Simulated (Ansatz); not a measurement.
The input, for Ansatz 0.2.0:

```yaml
crystal:
  periodic: [false, false, false]
  atoms:
    - {symbol: N, position_ang: [0.000000, 0.000000, 0.000000]}
    - {symbol: C, position_ang: [0.000000, 0.000000, 1.273000]}
basis:
  gaussian: {orbitals: 6-31G}
magnetization: {spin_polarized: false, initial_magnetization: 1}
correlation: {method: fci, electrons: outside_noble_gas}
```

```sh
$ ansatz run in.yaml --threads 1 --pin off --events-out ev --progress --plain --max-ram 2393MiB
```

Roughly how long does this take on 1 thread of Arm Neoverse V1, shared host, and how much host memory?

54 s wall and 0.29 GiB.

```
403 factors; integrals over basis functions are off by at most 3.1e-8 eV
mean field evaluation 1: about -2504.7424 eV, gradient 2.3e1 eV
mean field evaluation 2: about -2504.7490 eV, gradient 2.3e1 eV
mean field evaluation 4: about -2506.2561 eV, gradient 1.7e0 eV
mean field evaluation 8: about -2506.4971 eV, gradient 1.3e0 eV
mean field evaluation 16: about -2506.5095 eV, gradient 4.4e-5 eV
mean field evaluation 32: about -2506.5095 eV, gradient 6.3e-4 eV
mean field -2506.86429383 eV, -92.1255635845 hartree, gradient 9.4e-6 eV, S^2 0.750000; 7 other end points of the search recorded, 0 dependent functions left out
mean field evaluation 64: about -2506.5023 eV, gradient 7.9e-1 eV
determinant -2506.86429383 eV, -92.1255635845 hartree, with singles and doubles -2511.65526208 eV, -92.3016284204 hartree
determinant -2506.50947308 eV, -92.1125241626 hartree, with singles and doubles -2512.89900319 eV, -92.3473350630 hartree
unrestricted determinant -2507.69601902 eV, -92.1561289216 hartree, S^2 1.6581
2 core orbitals not correlated: weight in the atoms' cores, before any rotation towards them, 1.000 or more for the frozen orbitals, at most 0.000 for the correlated occupied ones
reference -2506.86429383 eV, -92.1255635845 hartree; 5, 4 occupied and 11, 12 virtual orbitals, 403 factors
state -2513.29227695 eV, -92.3617876072 hartree
2 core orbitals not correlated: weight in the atoms' cores, before any rotation towards them, 1.000 or more for the frozen orbitals, at most 0.000 for the correlated occupied ones
state -2513.29336491 eV, -92.3618275889 hartree
Total energy: -2513.29336491 eV, -92.3618275889 hartree
```

Natural occupations: 1.9810 1.9240 1.8821 1.8821 1.0304 0.1174 0.1174 0.0251 0.0111 0.0071 0.0071 0.0062 0.0038 0.0021 0.0021 0.0010.
